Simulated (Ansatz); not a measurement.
```yaml
crystal:
  periodic: [false, false, false]
  atoms:
    - {symbol: F, position_ang: [-1.727876, 0.022041, -0.561747]}
    - {symbol: C, position_ang: [-0.331320, 0.237229, 0.032485]}
    - {symbol: N, position_ang: [-0.029737, -1.053231, 0.274660]}
    - {symbol: C, position_ang: [1.389221, -0.692785, 0.363829]}
    - {symbol: N, position_ang: [0.528450, -0.029189, -0.784674]}
    - {symbol: H, position_ang: [-0.396105, 0.891998, 0.896353]}
basis:
  gaussian: {orbitals: ANO-RCC-VTZP, nuclear_model: gaussian}
hamiltonian: {xc: {name: HF}}
correlation: {method: mp2, frozen_orbitals: {F: 9}}
```

```sh
$ ansatz run in.yaml --threads 2 --pin off --events-out ev --progress --plain --max-ram 4352MiB
```

(1) How does Ansatz answer? (An estimate is asked.)

## Answers

(1) The calculation gave: The input was rejected before any iteration.
```
Functional definition: HF
Error: "frozen_orbitals" has no count for C
```
